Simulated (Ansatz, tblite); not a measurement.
**The cluster Si₃H₂−: one state, many levels**

One table from this session's results is given with a row withheld; the runs are named, their logs left out.

Program: Ansatz 0.2.0, Gaussian basis. Level of theory: as each input shows. These are calculated values, not measurements.

Plan: GFN1-xTB, GFN2-xTB, PBE-D4/def2-TZVPD, r2SCAN-D4/def2-TZVPD, r2SCANh-D4/def2-TZVPD, r2SCAN0-D4/def2-TZVPD, PBE-QIDH/def2-TZVPD, BHLYP-D4/def2-TZVPD, revPBE-D4/def2-TZVPD, PBE-D4/def2-SVPD, PBE0-D4/def2-SVPD, HF/STO-3G, CCSD(T)/def2-TZVPPD, MP2/def2-TZVPD, RPA/def2-TZVPD.

## The relaxed structure

The doublet was relaxed beforehand with B3LYP-D4/def2-TZVPD. At that level it is the lowest of the isomers that a small search found.

5 atoms, charge -1, spin multiplicity 2.

Bond lengths: Si1–Si2 2.228 Å, Si1–Si3 2.235 Å, Si1–H5 1.507 Å, Si2–Si3 2.450 Å, Si3–H4 1.530 Å. Angles: Si2–Si1–Si3 66.6°, Si2–Si1–H5 139.5°, Si3–Si1–H5 145.9°, Si1–Si2–Si3 56.8°, Si1–Si3–Si2 56.6°, Si1–Si3–H4 119.3°, Si2–Si3–H4 117.1°.

The ion is computed in the gas phase, without counter-ions or solvent.

PBE0-D4/def2-TZVPD was run before; its log isn't repeated, and its numbers join the tables.

The first run:

Tight binding, by tblite at 300 K electronic temperature and without a spin-polarisation term:

```python
tblite.interface.Calculator('GFN1-xTB', numbers, positions, charge=-1, uhf=1).singlepoint()
```

Tight binding, by tblite at 300 K electronic temperature and without a spin-polarisation term:

```python
tblite.interface.Calculator('GFN2-xTB', numbers, positions, charge=-1, uhf=1).singlepoint()
```

start.molden holds the orbitals of an earlier run on this state, given as this run's starting guess.

Contents of in.yaml:

```yaml
crystal:
  periodic: [false, false, false]
  atoms:
    - {symbol: Si, position_ang: [0.919456, 0.441767, -0.253821]}
    - {symbol: Si, position_ang: [-1.003406, 1.566173, -0.272432]}
    - {symbol: Si, position_ang: [-0.874206, -0.870682, -0.486661]}
    - {symbol: H, position_ang: [-1.354627, -1.700995, 0.705539]}
    - {symbol: H, position_ang: [2.312783, 0.563747, 0.307376]}
basis:
  gaussian: {orbitals: def2-TZVPD, initial_orbitals: start.molden}
total_charge: -1
magnetization: {spin_polarized: true, initial_magnetization: 1}
hamiltonian: {xc: pbe, dispersion: d4}
scf: {omitted_lower_state_checks: [starts]}
output: {orbitals: {seedname: orbitals}}
```

Started as:

```
$ ansatz run in.yaml --threads 4 --pin off --events-out ev --progress --plain --max-ram 3916MiB
```

Among the steps run: PBE-D4/def2-TZVPD; r2SCAN-D4/def2-TZVPD; r2SCANh-D4/def2-TZVPD; r2SCAN0-D4/def2-TZVPD; PBE-QIDH/def2-TZVPD; BHLYP-D4/def2-TZVPD; revPBE-D4/def2-TZVPD; PBE-D4/def2-SVPD; PBE0-D4/def2-SVPD; HF/STO-3G; CCSD(T)/def2-TZVPPD; MP2/def2-TZVPD; RPA/def2-TZVPD.

One of the session's tables, all rows but one given; the rest of the session is left out.

It belongs to the step «Levels side by side». 

```
                level  HOMO (eV)  LUMO (eV)  gap (eV)
            HF/STO-3G       3.40      12.47      9.07
     PBE-D4/def2-SVPD       0.61       1.47      0.87
    PBE-D4/def2-TZVPD       0.49       1.35      0.87
 revPBE-D4/def2-TZVPD       0.51       1.43      0.92
 r2SCAN-D4/def2-TZVPD       0.24       1.65      1.42
r2SCANh-D4/def2-TZVPD      -0.07       1.93      1.99
    PBE0-D4/def2-SVPD      -0.22       2.22      2.45
   PBE0-D4/def2-TZVPD          ?          ?         ?
r2SCAN0-D4/def2-TZVPD      -0.52       2.33      2.85
  BHLYP-D4/def2-TZVPD      -0.90       2.88      3.77
```

**Question.** Estimate the row for PBE0-D4/def2-TZVPD.

The run gave: HOMO (eV): -0.32; LUMO (eV): 2.11; gap (eV): 2.43. In the column «HOMO (eV)» it lies between r2SCAN0-D4/def2-TZVPD (-0.52) and PBE0-D4/def2-SVPD (-0.22).

To keep in mind: Doubts: large T1 diagnostic, spin contamination. Notes on CCSD(T)/def2-TZVPPD: large T1 diagnostic, spin contamination.
